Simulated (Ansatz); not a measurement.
Born–Oppenheimer molecular dynamics of AlClH3N (6 atoms, charge 0, multiplicity 1). It starts from a relaxed structure.

These are results of RKS BLYP-D4/def2-SVP (Ansatz 0.2.0), not measurements.

```
ensemble                      : NVE (velocity Verlet)
time step                     : 0.25 fs
steps asked                   : 500
starting velocities drawn for : 100 K
seed                          : 876278
```

Frames 5 fs apart, positions in Å, forces in eV/Å.

Velocities at 55 fs (Å/ps):

```
Al -0.15 0.63 -1.75
N 0.36 -1.25 2.89
H -4.30 6.71 3.18
H 0.10 2.12 0.88
H 1.70 -3.95 1.27
Cl 0.05 -0.13 0.04
```

```xyz
6
Properties=species:S:1:pos:R:3:forces:R:3 time_fs=55 energy_less_start_eV=0.034 T=34
Al 0.001 0.021 0.047 -0.08 -0.14 -0.83
N -0.029 -0.026 1.792 0.37 0.34 1.36
H -0.881 0.043 2.371 0.29 -0.08 -0.13
H 0.814 0.155 2.380 -0.64 -0.20 -0.36
H 1.344 0.040 -0.771 0.10 0.05 -0.02
Cl -1.864 -0.112 -0.967 -0.03 0.03 -0.01
6
Properties=species:S:1:pos:R:3:forces:R:3 time_fs=60 energy_less_start_eV=0.025 T=52
Al 0.000 0.024 0.035 0.07 -0.18 0.01
N -0.027 -0.030 1.814 -0.31 0.06 -0.72
H -0.870 0.067 2.372 -0.32 -0.04 0.25
H 0.787 0.152 2.376 0.65 0.07 0.51
H 1.361 0.026 -0.766 -0.01 0.05 0.01
Cl -1.864 -0.113 -0.967 -0.08 0.03 -0.06
6
Properties=species:S:1:pos:R:3:forces:R:3 time_fs=65 energy_less_start_eV=0.035 T=32
Al 0.000 0.025 0.024 0.21 -0.17 0.69
N -0.027 -0.031 1.831 0.22 0.38 0.03
H -0.884 0.077 2.401 0.38 -0.11 -0.23
H 0.813 0.146 2.423 -0.60 -0.17 -0.41
H 1.377 0.023 -0.760 -0.09 0.05 0.02
Cl -1.864 -0.113 -0.968 -0.13 0.03 -0.09
6
Properties=species:S:1:pos:R:3:forces:R:3 time_fs=70 energy_less_start_eV=0.044 T=15
Al 0.001 0.024 0.018 0.11 -0.17 1.11
N -0.026 -0.027 1.842 -0.17 0.08 -1.45
H -0.862 0.068 2.407 -0.44 -0.04 0.18
H 0.782 0.115 2.430 0.61 0.05 0.30
H 1.375 0.032 -0.752 0.00 0.04 -0.05
Cl -1.866 -0.113 -0.968 -0.11 0.03 -0.09
6
Properties=species:S:1:pos:R:3:forces:R:3 time_fs=75 energy_less_start_eV=0.032 T=38
Al 0.003 0.022 0.022 0.02 -0.13 0.89
N -0.025 -0.021 1.835 0.06 0.24 0.00
H -0.881 0.044 2.419 0.41 -0.09 -0.35
H 0.807 0.082 2.451 -0.48 -0.08 -0.45
H 1.373 0.050 -0.755 0.01 0.03 -0.05
Cl -1.868 -0.113 -0.970 -0.03 0.03 -0.04
6
Properties=species:S:1:pos:R:3:forces:R:3 time_fs=80 energy_less_start_eV=0.011 T=78
Al 0.006 0.019 0.034 -0.01 -0.09 0.21
N -0.025 -0.011 1.823 0.01 0.04 -0.87
H -0.864 0.004 2.388 -0.47 -0.03 0.29
H 0.793 0.037 2.417 0.45 0.03 0.29
H 1.371 0.074 -0.767 -0.08 0.01 0.04
Cl -1.870 -0.113 -0.972 0.08 0.04 0.04
6
Properties=species:S:1:pos:R:3:forces:R:3 time_fs=85 energy_less_start_eV=0.016 T=70
Al 0.008 0.015 0.047 -0.18 -0.03 -0.68
N -0.024 0.000 1.803 -0.09 -0.04 1.01
H -0.885 -0.044 2.380 0.51 0.01 -0.25
H 0.818 -0.004 2.405 -0.42 0.03 -0.21
H 1.356 0.103 -0.773 0.00 0.00 0.03
Cl -1.872 -0.112 -0.973 0.18 0.03 0.11
6
Properties=species:S:1:pos:R:3:forces:R:3 time_fs=90 energy_less_start_eV=0.033 T=36
Al 0.009 0.011 0.055 -0.32 0.02 -1.16
N -0.024 0.010 1.794 0.21 -0.04 0.38
H -0.857 -0.092 2.354 -0.52 -0.04 0.39
H 0.803 -0.039 2.380 0.31 0.04 0.26
H 1.340 0.132 -0.772 0.10 -0.01 -0.02
Cl -1.872 -0.112 -0.974 0.22 0.02 0.14
6
Properties=species:S:1:pos:R:3:forces:R:3 time_fs=95 energy_less_start_eV=0.031 T=40
Al 0.007 0.007 0.052 -0.19 0.09 -1.06
N -0.023 0.019 1.796 -0.25 -0.28 1.31
H -0.873 -0.139 2.371 0.47 0.13 -0.28
H 0.816 -0.062 2.389 -0.23 0.09 -0.11
H 1.345 0.159 -0.772 0.02 -0.03 0.03
Cl -1.871 -0.111 -0.973 0.18 0.00 0.12
6
Properties=species:S:1:pos:R:3:forces:R:3 time_fs=100 energy_less_start_eV=0.018 T=65
Al 0.004 0.003 0.041 0.00 0.14 -0.23
N -0.024 0.024 1.815 0.35 -0.10 -0.31
H -0.848 -0.168 2.368 -0.50 -0.05 0.36
H 0.811 -0.066 2.394 0.14 0.06 0.10
H 1.355 0.179 -0.766 -0.05 -0.05 0.04
Cl -1.869 -0.110 -0.973 0.07 -0.02 0.04
6
Properties=species:S:1:pos:R:3:forces:R:3 time_fs=105 energy_less_start_eV=0.026 T=49
Al 0.000 0.001 0.028 0.07 0.15 0.65
N -0.023 0.027 1.833 -0.37 -0.33 -0.21
H -0.865 -0.191 2.400 0.48 0.18 -0.29
H 0.821 -0.054 2.414 -0.12 0.06 -0.06
H 1.355 0.188 -0.754 0.02 -0.04 -0.05
Cl -1.866 -0.109 -0.971 -0.08 -0.03 -0.05
6
Properties=species:S:1:pos:R:3:forces:R:3 time_fs=110 energy_less_start_eV=0.039 T=24
Al -0.003 0.000 0.020 0.19 0.16 1.12
N -0.024 0.025 1.843 0.43 -0.09 -1.14
H -0.837 -0.188 2.408 -0.45 -0.04 0.26
H 0.817 -0.027 2.427 0.00 0.05 -0.07
H 1.358 0.189 -0.751 0.01 -0.04 -0.05
Cl -1.864 -0.108 -0.970 -0.18 -0.04 -0.11
```

Of the whole run (125 fs, mean temperature of the second half 50 K): The conserved energy stayed within 0.014 meV per atom of its start (net change 0.0027 meV per atom), so the integration is sound. Over the second half the temperature averaged 0.50 of the 100 K drawn at the start: a run that starts near a minimum puts about half its kinetic energy into the potential. A run of 0.12 ps of so small a system gives no equilibrium averages.

Time of the run: 9.8 min on 1 thread of Arm Neoverse V2 (shared host), peak memory 0.11 GiB.
